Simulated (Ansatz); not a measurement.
# H2O (singlet): B3LYP, r2SCAN0 over a scan of the distance O1–H2, 6-31G, part 2 of 2

Ansatz 0.2.0, Gaussian basis; 6-31G, all electrons in the functionals. Earlier steps stand in the parts before.

## (17) r2SCAN0, 1.181 Å

in.yaml

```yaml
crystal:
  periodic: [false, false, false]
  atoms:
    - {symbol: O, position_ang: [0.000000, -0.072856, 0.009834]}
    - {symbol: H, position_ang: [0.000000, 0.645603, -0.927490]}
    - {symbol: H, position_ang: [0.000000, 0.510872, 0.771384]}
basis:
  gaussian: {orbitals: 6-31G}
hamiltonian: {xc: {name: r2SCAN0}}
```

Command:

```
$ ansatz run in.yaml --threads 1 --pin off --events-out ev --progress --plain --max-ram 2393MiB
```

The program printed (excerpt; [...] marks lines left out):

```text
Functional definition: r2SCAN0
  name "r2SCAN0"
  cite "Bursch, Neugebauer, Ehlert & Grimme, J. Chem. Phys. 156, 134105 (2022) doi:10.1063/5.0086040"
  cite "Furness, Kaplan, Ning, Perdew & Sun, J. Phys. Chem. Lett. 11, 8208 (2020) doi:10.1021/acs.jpclett.0c02405"
  cite "Furness, Kaplan, Ning, Perdew & Sun, J. Phys. Chem. Lett. 11, 9248 (2020) doi:10.1021/acs.jpclett.0c03077"
  parent r2scan
[...]
139 factors; integrals over basis functions are off by at most 3.1e-4 eV
[...]
mean field -2076.39603492 eV, -76.3061468517 hartree, gradient 3.4e-5 eV, S^2 0.000000; 0 other end points of the search recorded, 0 dependent functions left out
reference -2076.39603750 eV, -76.3061469465 hartree; 5, 5 occupied and 8, 8 virtual orbitals, 139 factors
Total energy: -2076.39603750 eV, -76.3061469465 hartree
```

It took 0.51 s on 1 thread of Intel Xeon Platinum 8488C, shared host.

From 0.960 Å: +16.6 kcal/mol.

## (18) r2SCAN0, 1.304 Å

in.yaml

```yaml
crystal:
  periodic: [false, false, false]
  atoms:
    - {symbol: O, position_ang: [0.000000, -0.077043, 0.015296]}
    - {symbol: H, position_ang: [0.000000, 0.716243, -1.019650]}
    - {symbol: H, position_ang: [0.000000, 0.506685, 0.776846]}
basis:
  gaussian: {orbitals: 6-31G}
hamiltonian: {xc: {name: r2SCAN0}}
```

Launched as before.

The program printed (excerpt; [...] marks lines left out):

```text
Functional definition: r2SCAN0
  name "r2SCAN0"
  cite "Bursch, Neugebauer, Ehlert & Grimme, J. Chem. Phys. 156, 134105 (2022) doi:10.1063/5.0086040"
  cite "Furness, Kaplan, Ning, Perdew & Sun, J. Phys. Chem. Lett. 11, 8208 (2020) doi:10.1021/acs.jpclett.0c02405"
  cite "Furness, Kaplan, Ning, Perdew & Sun, J. Phys. Chem. Lett. 11, 9248 (2020) doi:10.1021/acs.jpclett.0c03077"
  parent r2scan
[...]
139 factors; integrals over basis functions are off by at most 3.2e-4 eV
[...]
mean field -2075.68260499 eV, -76.2799287852 hartree, gradient 6.9e-6 eV, S^2 0.000000; 0 other end points of the search recorded, 0 dependent functions left out
reference -2075.68260772 eV, -76.2799288855 hartree; 5, 5 occupied and 8, 8 virtual orbitals, 139 factors
Total energy: -2075.68260772 eV, -76.2799288855 hartree
```

It took 0.39 s on 1 thread of Intel Xeon Platinum 8488C, shared host.

From 0.960 Å: +33.1 kcal/mol.

## (19) r2SCAN0, 1.551 Å

in.yaml

```yaml
crystal:
  periodic: [false, false, false]
  atoms:
    - {symbol: O, position_ang: [0.000000, -0.085450, 0.026264]}
    - {symbol: H, position_ang: [0.000000, 0.858098, -1.204718]}
    - {symbol: H, position_ang: [0.000000, 0.498278, 0.787814]}
basis:
  gaussian: {orbitals: 6-31G}
magnetization: {spin_polarized: true, initial_magnetization: 0}
hamiltonian: {xc: {name: r2SCAN0}}
```

The command is unchanged.

The program printed (excerpt; [...] marks lines left out):

```text
Functional definition: r2SCAN0
  name "r2SCAN0"
  cite "Bursch, Neugebauer, Ehlert & Grimme, J. Chem. Phys. 156, 134105 (2022) doi:10.1063/5.0086040"
  cite "Furness, Kaplan, Ning, Perdew & Sun, J. Phys. Chem. Lett. 11, 8208 (2020) doi:10.1021/acs.jpclett.0c02405"
  cite "Furness, Kaplan, Ning, Perdew & Sun, J. Phys. Chem. Lett. 11, 9248 (2020) doi:10.1021/acs.jpclett.0c03077"
  parent r2scan
[...]
139 factors; integrals over basis functions are off by at most 3.3e-4 eV
[...]
mean field -2074.21681978 eV, -76.2260621722 hartree, gradient 2.1e-5 eV, S^2 0.077989; 3 other end points of the search recorded, 0 dependent functions left out
reference -2074.21682293 eV, -76.2260622880 hartree; 5, 5 occupied and 8, 8 virtual orbitals, 139 factors
Total energy: -2074.21682293 eV, -76.2260622880 hartree
```

Run time: 1 s. Hardware: 1 thread of Intel Xeon Platinum 8488C, shared host.

From the report: ⟨S²⟩ of the determinant 0.078 (pure singlet: 0.00).

From 0.960 Å: +66.9 kcal/mol.

## (20) r2SCAN0, 1.745 Å

in.yaml

```yaml
crystal:
  periodic: [false, false, false]
  atoms:
    - {symbol: O, position_ang: [0.000000, -0.092053, 0.034879]}
    - {symbol: H, position_ang: [0.000000, 0.969515, -1.350076]}
    - {symbol: H, position_ang: [0.000000, 0.491675, 0.796429]}
basis:
  gaussian: {orbitals: 6-31G}
magnetization: {spin_polarized: true, initial_magnetization: 0}
hamiltonian: {xc: {name: r2SCAN0}}
```

The command is unchanged.

The program printed (excerpt; [...] marks lines left out):

```text
Functional definition: r2SCAN0
  name "r2SCAN0"
  cite "Bursch, Neugebauer, Ehlert & Grimme, J. Chem. Phys. 156, 134105 (2022) doi:10.1063/5.0086040"
  cite "Furness, Kaplan, Ning, Perdew & Sun, J. Phys. Chem. Lett. 11, 8208 (2020) doi:10.1021/acs.jpclett.0c02405"
  cite "Furness, Kaplan, Ning, Perdew & Sun, J. Phys. Chem. Lett. 11, 9248 (2020) doi:10.1021/acs.jpclett.0c03077"
  parent r2scan
[...]
140 factors; integrals over basis functions are off by at most 3.0e-4 eV
[...]
mean field -2073.45682240 eV, -76.1981327835 hartree, gradient 2.0e-5 eV, S^2 0.465380; 3 other end points of the search recorded, 0 dependent functions left out
reference -2073.45682571 eV, -76.1981329052 hartree; 5, 5 occupied and 8, 8 virtual orbitals, 140 factors
Total energy: -2073.45682571 eV, -76.1981329052 hartree
```

Run time: 0.87 s. Hardware: 1 thread of Intel Xeon Platinum 8488C, shared host.

From the report: ⟨S²⟩ of the determinant 0.465 (pure singlet: 0.00).

From 0.960 Å: +84.4 kcal/mol.

## (21) r2SCAN0, 2.065 Å

in.yaml

```yaml
crystal:
  periodic: [false, false, false]
  atoms:
    - {symbol: O, position_ang: [0.000000, -0.102945, 0.049089]}
    - {symbol: H, position_ang: [0.000000, 1.153294, -1.589840]}
    - {symbol: H, position_ang: [0.000000, 0.480783, 0.810639]}
basis:
  gaussian: {orbitals: 6-31G}
magnetization: {spin_polarized: true, initial_magnetization: 0}
hamiltonian: {xc: {name: r2SCAN0}}
```

Same command.

The program printed (excerpt; [...] marks lines left out):

```text
Functional definition: r2SCAN0
  name "r2SCAN0"
  cite "Bursch, Neugebauer, Ehlert & Grimme, J. Chem. Phys. 156, 134105 (2022) doi:10.1063/5.0086040"
  cite "Furness, Kaplan, Ning, Perdew & Sun, J. Phys. Chem. Lett. 11, 8208 (2020) doi:10.1021/acs.jpclett.0c02405"
  cite "Furness, Kaplan, Ning, Perdew & Sun, J. Phys. Chem. Lett. 11, 9248 (2020) doi:10.1021/acs.jpclett.0c03077"
  parent r2scan
[...]
141 factors; integrals over basis functions are off by at most 3.2e-4 eV
[...]
mean field -2072.83360492 eV, -76.1752299637 hartree, gradient 2.1e-5 eV, S^2 0.780637; 5 other end points of the search recorded, 0 dependent functions left out
reference -2072.83360843 eV, -76.1752300929 hartree; 5, 5 occupied and 8, 8 virtual orbitals, 141 factors
Total energy: -2072.83360843 eV, -76.1752300929 hartree
```

It took 1.1 s on 1 thread of Intel Xeon Platinum 8488C, shared host.

From the report: ⟨S²⟩ of the determinant 0.781 (pure singlet: 0.00). The determinant is far from a pure spin state, so its energy mixes those of several spin states (harmless only where they are near-degenerate, as at dissociation).

From 0.960 Å: +98.8 kcal/mol.

## (22) r2SCAN0, 2.626 Å

in.yaml

```yaml
crystal:
  periodic: [false, false, false]
  atoms:
    - {symbol: O, position_ang: [0.000000, -0.122039, 0.074000]}
    - {symbol: H, position_ang: [0.000000, 1.475483, -2.010178]}
    - {symbol: H, position_ang: [0.000000, 0.461689, 0.835550]}
basis:
  gaussian: {orbitals: 6-31G}
magnetization: {spin_polarized: true, initial_magnetization: 0}
hamiltonian: {xc: {name: r2SCAN0}}
```

The command is unchanged.

The program printed (excerpt; [...] marks lines left out):

```text
Functional definition: r2SCAN0
  name "r2SCAN0"
  cite "Bursch, Neugebauer, Ehlert & Grimme, J. Chem. Phys. 156, 134105 (2022) doi:10.1063/5.0086040"
  cite "Furness, Kaplan, Ning, Perdew & Sun, J. Phys. Chem. Lett. 11, 8208 (2020) doi:10.1021/acs.jpclett.0c02405"
  cite "Furness, Kaplan, Ning, Perdew & Sun, J. Phys. Chem. Lett. 11, 9248 (2020) doi:10.1021/acs.jpclett.0c03077"
  parent r2scan
[...]
142 factors; integrals over basis functions are off by at most 3.3e-4 eV
[...]
mean field -2072.50160828 eV, -76.1630293121 hartree, gradient 1.2e-6 eV, S^2 0.964097; 5 other end points of the search recorded, 0 dependent functions left out
reference -2072.50161209 eV, -76.1630294523 hartree; 5, 5 occupied and 8, 8 virtual orbitals, 142 factors
Total energy: -2072.50161209 eV, -76.1630294523 hartree
```

It took 1.8 s on 1 thread of Intel Xeon Platinum 8488C, shared host.

From the report: ⟨S²⟩ of the determinant 0.964 (pure singlet: 0.00). The determinant is far from a pure spin state, so its energy mixes those of several spin states (harmless only where they are near-degenerate, as at dissociation).

From 0.960 Å: +106.4 kcal/mol.

## (23) r2SCAN0, 3.309 Å

in.yaml

```yaml
crystal:
  periodic: [false, false, false]
  atoms:
    - {symbol: O, position_ang: [0.000000, -0.145286, 0.104329]}
    - {symbol: H, position_ang: [0.000000, 1.867738, -2.521926]}
    - {symbol: H, position_ang: [0.000000, 0.438442, 0.865879]}
basis:
  gaussian: {orbitals: 6-31G}
magnetization: {spin_polarized: true, initial_magnetization: 0}
hamiltonian: {xc: {name: r2SCAN0}}
```

Same command.

The program printed (excerpt; [...] marks lines left out):

```text
Functional definition: r2SCAN0
  name "r2SCAN0"
  cite "Bursch, Neugebauer, Ehlert & Grimme, J. Chem. Phys. 156, 134105 (2022) doi:10.1063/5.0086040"
  cite "Furness, Kaplan, Ning, Perdew & Sun, J. Phys. Chem. Lett. 11, 8208 (2020) doi:10.1021/acs.jpclett.0c02405"
  cite "Furness, Kaplan, Ning, Perdew & Sun, J. Phys. Chem. Lett. 11, 9248 (2020) doi:10.1021/acs.jpclett.0c03077"
  parent r2scan
[...]
140 factors; integrals over basis functions are off by at most 3.3e-4 eV
[...]
mean field -2072.42470073 eV, -76.1602030119 hartree, gradient 4.4e-6 eV, S^2 0.997890; 5 other end points of the search recorded, 0 dependent functions left out
reference -2072.42470482 eV, -76.1602031622 hartree; 5, 5 occupied and 8, 8 virtual orbitals, 140 factors
Total energy: -2072.42470482 eV, -76.1602031622 hartree
```

Run time: 2.1 s. Hardware: 1 thread of Intel Xeon Platinum 8488C, shared host.

From the report: ⟨S²⟩ of the determinant 0.998 (pure singlet: 0.00). The determinant is far from a pure spin state, so its energy mixes those of several spin states (harmless only where they are near-degenerate, as at dissociation).

From 0.960 Å: +108.2 kcal/mol.

## (24) Against the wave-function levels

The yardstick is full CI for this spin, exact in this basis with these frozen cores. It comes from earlier runs at the same points. Energies in kcal/mol, counted from 0.960 Å; blanks weren't run or aren't comparable.

```csv
level,0.765 Å,0.884 Å,0.960 Å,1.055 Å,1.181 Å,1.304 Å,1.551 Å,1.745 Å,2.065 Å,2.626 Å,3.309 Å
FCI,43.2,6.0,0.0,2.3,13.5,27.6,55.1,71.8,88.7,98.6,100.5
B3LYP,42.5,5.9,0.0,2.5,14.2,29.4,60.9,81.7,99.4,108.9,111.1
r2SCAN0,40.5,5.1,0.0,3.5,16.6,33.1,66.9,84.4,98.8,106.4,108.2
```

Largest miss and mean time a point (FCI took 0.71 s a point; shared hosts):

```csv
level,largest miss (kcal/mol),where,time a point
B3LYP,+10.7,2.065 Å,0.34 s
r2SCAN0,+12.6,1.745 Å,0.82 s
```

## (25) What came out

This closing draws on all 2 parts.

```
             quantity                     value
span of the FCI curve            100.5 kcal/mol
  largest miss, B3LYP  +10.7 kcal/mol (2.065 Å)
largest miss, r2SCAN0  +12.6 kcal/mol (1.745 Å)
```

**Reading.** Of the functionals, B3LYP keep the smallest largest miss at the points compared (at most 10.7 kcal/mol) and r2SCAN0 strays most (12.6 kcal/mol, at 1.745 Å). B3LYP, r2SCAN0 clearly break the spin symmetry at some points (⟨S²⟩ up to 1.00 above the pure value), so energy there is bought with a mixed spin. Functionals and the yardstick converge differently with the basis, so part of each miss in 6-31G is the basis.
